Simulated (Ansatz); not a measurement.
Results of PBE-D3(BJ) in Ansatz (plane waves, PAW) for rock-salt TiC.

Settings: plane-wave cutoff 520 eV, 22×22×22 k mesh, Fermi–Dirac smearing 0.05 eV, no spin polarisation, scalar-relativistic PAW data made under PBE.

Cell (relaxed at this level):

```cif
data_C4Ti4
_chemical_formula_sum 'Ti4 C4'
_space_group_name_H-M_alt 'Fm-3m'
_space_group_IT_number 225
_space_group_name_Hall '-F 4 2 3'
_cell_length_a 4.29088
_cell_length_b 4.29088
_cell_length_c 4.29088
_cell_angle_alpha 90.000
_cell_angle_beta 90.000
_cell_angle_gamma 90.000
loop_
_atom_site_label
_atom_site_type_symbol
_atom_site_symmetry_multiplicity
_atom_site_Wyckoff_symbol
_atom_site_fract_x
_atom_site_fract_y
_atom_site_fract_z
_atom_site_occupancy
Ti1 Ti 4 a 0.00000 0.00000 0.00000 1
C1 C 4 b 0.50000 0.50000 0.50000 1
```
(The calculation used a cell of 2 atoms; values per cell refer to that cell.)

Q: Estimate the bulk modulus and pressure derivative B′ of the bulk modulus that the calculation returns.

A: 
- bulk modulus: 265 GPa
- pressure derivative B′ of the bulk modulus: 4.0

The run finds no gap.

Measured, for comparison: bulk modulus 240 GPa (temperature not stated, no zero-point or thermal correction, our sources range from 235 to 268; as tabulated in Krasnenko and Brik (2013), arXiv:1306.3139). Computed (rounded) less measured: bulk modulus not scored (sources differ).

The computed numbers hold no vibrational or temperature effects.

It cost very roughly 90 core-seconds of CPU time.

Ansatz is an electronic-structure program.
